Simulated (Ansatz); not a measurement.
This Ansatz (a program for electronic structure) input (MP2/aug-cc-pV(T+d)Z) gives -958.65356 Eh with 202 basis functions. A basis named .json is the Basis Set Exchange file of that set (core-valence sets with the plain set on hydrogen).

Ansatz 0.2 input:
```yaml
crystal:
  periodic: [false, false, false]
  atoms:
    - {symbol: C, position_ang: [0.00394345, 0.00524516, 0.76725426]}
    - {symbol: Cl, position_ang: [-0.01752138, 1.48253369, -0.22626440]}
    - {symbol: Cl, position_ang: [0.01529894, -1.48548974, -0.20614288]}
    - {symbol: H, position_ang: [-0.89039947, -0.00050138, 1.37837936]}
    - {symbol: H, position_ang: [0.90452024, 0.01928333, 1.36901878]}
basis:
  gaussian:
    orbitals: aug-cc-pV_T+d_Z.json
    fitting: {mean_field: def2-universal-jkfit, correlation: cc-pVDZ-RIFIT.json}
magnetization: {spin_polarized: false}
correlation: {method: mp2, electrons: outside_noble_gas}
```

Change:
```diff
- fitting: {mean_field: def2-universal-jkfit, correlation: cc-pVDZ-RIFIT.json}
+ fitting: {mean_field: def2-universal-jkfit, correlation: cc-pVQZ-RIFIT.json}
```

What does the run give now?

-958.64773 Eh (MP2/aug-cc-pV(T+d)Z, 202 functions), a change of +5.83 mEh.
